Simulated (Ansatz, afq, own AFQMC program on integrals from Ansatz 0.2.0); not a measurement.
# Where AFQMC and coupled cluster stand for GeO⁻, quartet

```xyz
2

Ge    0.0000    0.0000    0.0000
O     0.0000    0.0000    1.8504
```

Basis aug-cc-pVTZ. Noble-gas cores (and the filled d shells of Ga–Kr and In–Xe) are frozen. Integrals, coupled cluster, full CI and functionals: Ansatz 0.2.0; the random walks run on the same integrals in our own AFQMC program. ph-AFQMC/CISD is guided by a CISD state made of CCSD amplitudes; releasing the constraint for a short imaginary time cuts its bias at the price of noise, slowly where states lie close. ± is one standard error of the sampling. No spin–orbit coupling.

Determinant: UHF, the one that the program's search chose, which needn't be the lowest solution. The geometry is a PBE0/def2-TZVP stationary point of this or a neighbouring charge and spin state.

No full CI on the walks' own integrals is used here. The released AFQMC energy serves as the reference, which it does only where one determinant dominates, the energy is flat over the last release times and near the phaseless one (40 meV or 2 meV an electron, half that with transition metals). On small molecules, where full CI could be run and the noise was under 10 meV, such values lay within 10 meV of it in 19 cases of 20, a flattering rate, since the rule was set on those same cases; what remains of the bias isn't in the error bar.

Cautions: no relativity below Rb; no spin-orbit coupling; inner d shell frozen; lower spins were not checked; the released value is read at 2.40 1/Eh (meV from the phaseless value at times in 1/Eh: -13 ± 5 at 0.24, -20 ± 5 at 0.51, -19 ± 6 at 0.99, -24 ± 7 at 1.62, -25 ± 8 at 2.40).

* T1 diagnostic: 0.0205
* weight of the determinant in the CISD state: 0.883
* ⟨S²⟩ of the determinant: 3.795
* size of the correlated space: 11 electrons in 90 orbitals

| level | correlation energy (eV) |
| --- | --- |
| MP2 | -7.3621 |
| CCSD | -7.9886 |
| CCSD(T) | -8.3069 |

Problem. Estimate where phaseless AFQMC with the Hartree–Fock trial lies against CCSD(T) on the same integrals.

Solution. 0.91 ± 0.62 kcal/mol above CCSD(T). The gap is under twice the noise, so this walk alone can't tell the two apart.

Reference: AFQMC with the constraint released, correlation energy -8.342 ± 0.008 eV.

| level | E − E(reference) (kcal/mol) | share of correlation (%) |
| --- | --- | --- |
| CCSD(T) | 0.81 ± 0.18 | 99.58 |
| ph-AFQMC/HF | 1.72 ± 0.64 | 99.11 |
| ph-AFQMC/CISD | 0.58 ± 0.20 | 99.70 |

A walk keeps the symmetry of its determinant, which the program's search chose and which needn't be the lowest solution, so a lower state of the same spin and another symmetry isn't excluded. Released energies are given only where the last usable release times agree within the noise; a slower fall can still hide under it.
